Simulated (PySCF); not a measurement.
How good is the calculation?

Numbering as in the mapped SMILES `[cH:1]1[cH:2][cH:3][n:4][n:5][cH:6]1`; H(Xn) means a hydrogen on atom n.

Measured values that the calculation should reproduce:  Coupling constants: $^{3}J$(H(C6),H(C1)) 5.0 Hz, $^{4}J$(H(C6),H(C2)) 1.9 Hz, $^{5}J$(H(C6),H(C3)) 1.4 Hz, $^{3}J$(H(C1),H(C2)) 8.2 Hz.

PySCF 2.14.0 with density-fitted response routines calculation with geometry: PBE0-D3(BJ)/def2-SVP, J: B3LYP/pcJ-1 (spin–dipole term only in couplings to heteroatoms) and PBE0/pcSseg-1 with gauge-including orbitals; gas phase, non-relativistic Hamiltonian, one conformer, equivalent nuclei averaged.

How close does the calculation come?

Answers


Coupling constants in Hz:
```tsv
coupling	reference	computed	source
$^{3}J$(H(C6),H(C1))	5.0	5.7	measured; liquid or solution (compiled); DeVience et al., arXiv:2103.01289 (literature column, mostly SDBS)
$^{4}J$(H(C6),H(C2))	1.9	1.8	measured; liquid or solution (compiled); DeVience et al., arXiv:2103.01289 (literature column, mostly SDBS)
$^{5}J$(H(C6),H(C3))	1.4	1.4	measured; liquid or solution (compiled); DeVience et al., arXiv:2103.01289 (literature column, mostly SDBS)
$^{3}J$(H(C1),H(C2))	8.2	8.9	measured; liquid or solution (compiled); DeVience et al., arXiv:2103.01289 (literature column, mostly SDBS)
```

4 of the 7 published NMR values on file for this molecule are compared. The rest: values whose atom or origin is in doubt.
